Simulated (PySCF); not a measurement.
An unknown is described by computed data only.

Elements present: F and N. Monoisotopic mass: 70.9983 u.

* Dipole: 0.11 D [B3LYP/def2-SVPD]
* Polarisability: 18.2 au [B3LYP/def2-SVPD]
* Rotational structure: rotational constants A, B, C: 10.784, 10.783, 5.861 GHz [GFN2-xTB]
* UV, strongest line: among the 8 lowest singlet transitions: S2/S3 at 8.78 eV (141 nm, f = 0.097 summed over these states) [TDDFT B3LYP/def2-SVPD]
* Triplet: lowest triplet excitation (Tamm–Dancoff): 6.80 eV [TDA B3LYP/def2-SVPD]
* UV, first state: lowest singlet excitation: 8.14 eV (152 nm, f = 0.009) [TDDFT B3LYP/def2-SVPD]
* XPS: N1s 414.3, F1s 694.9 (×3) eV [ΔSCF SCAN, pcX-2 on the ionised atom, pcseg-1 elsewhere, spin-free X2C]

Electronic properties: PySCF, gas phase, density fitting. Levels stand in brackets. Geometry: GFN2-xTB; no solvent, vibrations or thermal averaging.

Task: Which formula fits the mass and the elements?

Result: NF3 (calculated 70.9983). No other formula that holds each of these elements comes within 0.0003 u with a fitting electron parity and a possible valence count.

Task: Propose a structure and show how it fits.

Result: Numbering: `[F:1][N:2]([F:3])[F:4]`. Its formula, NF3, gives 0 degrees of unsaturation, so no ring and no π bond. The core levels belong to: N1s 414.3 eV, nitrogen bonded to 3 F [N2]; F1s 694.9 eV, fluorine bonded to N [F1/F3/F4]. The hole state at 414.3 eV has ⟨S²⟩ = 0.82 against 0.75, so that value is less sure. The optimised geometry has point group C3v and is an oblate symmetric top (the spread among constants that symmetry makes equal is optimisation noise). Structure: nitrogen trifluoride (`FN(F)F`). The assignments are read from this structure; whether some other isomer fits the data as well wasn't checked.
